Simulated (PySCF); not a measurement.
Species: fluorothioborine, BFS.
Z-matrix (Å and degrees, PBE0-D3(BJ)/def2-SVP geometry), rows numbered from 1:
```
F 
B   1  1.2816
S   2  1.6142  1  179.85
```

Method: PySCF, delta-SCF UKS SCAN, pcX-2 on the ionised atom, pcseg-1 elsewhere, spin-free X2C. Each 1s hole has a ground state of its own, since the core basis sits on the ionised atom alone.

```csv
ionised atom,basis functions,E(ionised) (Eh),binding energy (eV)
B2,77,-516.66507,199.400
F1,77,-498.48701,695.268
S3,88,-433.07481,2477.520
```

**Question.** Fill in the total energy of each ground state.

**Answer.** With binding energy = E(ionised) − E(ground) and 27.2114 eV a hartree:

```csv
atom,binding energy (Eh),E(ground) (Eh)
B2,7.3278,-523.9929
F1,25.5506,-524.0376
S3,91.0472,-524.1220
```

**Question.** How much do the ground-state energies differ, and what would follow from using one of them for all holes?

**Answer.** They run from -524.1220 Eh (core basis on S3) to -523.9929 Eh (on B2), 0.1291 Eh or 3.51 eV apart, though the state is the same; only basis and grid differ. Pairing the ion of B2 with the ground state of S3 would put its binding energy 3.51 eV too high.

Only 1s holes are shown. Spin contamination (⟨S²⟩ against 0.75 for a pure doublet) is marked for B 1s of B2 (0.88), which makes this value less certain. Geometry: PBE0-D3(BJ)/def2-SVP; no solvent, vibrations or thermal averaging.
